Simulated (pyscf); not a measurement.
Routes from HCl (SMILES Cl) + HO–BH–Cl (SMILES OBCl)

Candidate steps break at most two bonds and form at most two. Each was searched with GFN2-xTB (tblite) first. Single points on ωB97X-D3(BJ)/def2-SVP structures (PySCF, gas phase). Energies: ωB97M-D3(BJ)/def2-TZVP, eV, from the separated reactants, singlet surface; ΔG‡ with ideal gas, 1 atm, RRHO with modes under 100 cm⁻¹ raised to 100, one conformer, R ln 2 for chiral ones without a mode under 150 cm⁻¹.

```tsv
products	type	ΔE‡	ΔE	ΔG‡ 298 K	ΔG‡ 900 K	ν‡ (cm⁻¹)
Cl–BH–Cl + H₂O	four-centre exchange	0.92	+0.63	1.31	2.19	1148i
HO–B(Cl)–Cl + H₂	four-centre exchange	1.30	-0.56	1.70	2.57	993i
```

Row 1: On the product side the descent ends in an adduct with a B–O contact, 0.52 eV under the separated species and 0.83 eV under the saddle at ωB97X-D3(BJ)/def2-TZVP. 

Plain bond fissions and candidates not yet searched are not listed, and one of them may be faster. Each barrier is that of the saddle found; lower ones may exist.
